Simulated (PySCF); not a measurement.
Compound: C₄H₄F₂.
Structure used (PBE0-D3(BJ)/def2-SVP), in Å, numbered top down from 1:
```xyz
10
C4H4F2 angstrom
F     -2.549   -0.880    0.984
C     -2.055   -0.086   -0.016
C     -0.601   -0.021   -0.004
C      0.609    0.043    0.000
C      2.063    0.128    0.014
F      2.632   -0.522   -1.048
H     -2.394   -0.485   -0.989
H     -2.473    0.930    0.099
H      2.445   -0.316    0.950
H      2.374    1.187   -0.012
```

The calculation used PBE0-D3(BJ)/def2-SVP geometry optimisation, gas phase (PySCF 2.14.0).

Masses are those of the commonest isotopes; rigid-rotor values at the optimised geometry. 

Q: What are A, B and C (MHz)?

A: Ia = 31.64, Ib = 429.41, Ic = 431.79 u·Å²; 505379 MHz·u·Å²/I gives A = 15973, B = 1177, C = 1170 MHz.

Q: Classify the top.

A: A near-prolate asymmetric top. Ray's parameter κ = (2B − A − C)/(A − C) = -0.999; −1 is the prolate and +1 the oblate limit.

Q: What does the inertial defect say?

A: Not planar: Δ = Ic − Ia − Ib = -29.27 u·Å². For a rigid frame Δ = −2 Σ m c², so Σ m c² = 14.63 u·Å² lies off the ab plane: 3.62 from hydrogen and 11.01 from heavier atoms. The atom farthest from that plane is 1.33 Å away.

Q: Give the other two planar moments, Paa and Pbb, and the rms extents of the mass along the axes.

A: Paa = Σ m a² = (Ib + Ic − Ia)/2 = 414.78 and Pbb = Σ m b² = (Ia + Ic − Ib)/2 = 17.01 u·Å². With the mass M = 90.03 u, the rms extents √(P/M) along a, b and c are 2.15, 0.43, 0.40 Å.

Q: List the rotational levels J(Ka,Kc) to J = 3 (cm⁻¹).

A: Above 0(0,0):
J = 1: 1(0,1) 0.0783, 1(1,1) 0.5718, 1(1,0) 0.5721
J = 2: 2(0,2) 0.2349, 2(1,2) 0.7282, 2(1,1) 0.7289, 2(2,1) 2.2095, 2(2,0) 2.2095
J = 3: 3(0,3) 0.4698, 3(1,3) 0.9628, 3(1,2) 0.9641, 3(2,2) 2.4444, 3(2,1) 2.4444, 3(3,1) 4.9127, 3(3,0) 4.9127
Those of J = 1 are B + C, A + C and A + B.

Q: Predict some low-J microwave lines.

A: The dipole components are |μa| = 0.00 D, |μb| = 0.00 D, |μc| = 1.83 D; the symmetry axis of this C2 structure is c, so μa and μb vanish by symmetry and there are no a-type or b-type lines. Some lines, for components of 0.1 D or more:

```tsv
type	branch	J(Ka,Kc)	MHz	lower level (cm⁻¹)
c	Q	2(1,2) ← 2(0,2)	14790	0.235
c	Q	1(1,1) ← 1(0,1)	14796	0.078
c	R	1(1,0) ← 0(0,0)	17150	0.000
c	R	2(1,1) ← 1(0,1)	19504	0.078
c	Q	2(2,1) ← 2(1,1)	44388	0.729
c	R	2(2,0) ← 1(1,0)	49090	0.572
c	R	2(2,1) ← 1(1,1)	49096	0.572
```

Q: Estimate the classical rotational partition function at 25 K, 200 K and 500 K.

A: Point group C2, symmetry number σ = 2; q = (√π/σ)·√((kT/h)³/(ABC)), k/h = 20836.6 MHz/K: 2250 at 25 K, 50800 at 200 K, 201000 at 500 K.

PBE0-D3(BJ)/def2-SVP frequencies: not computed here. Zero-point vibration and centrifugal distortion are left out.
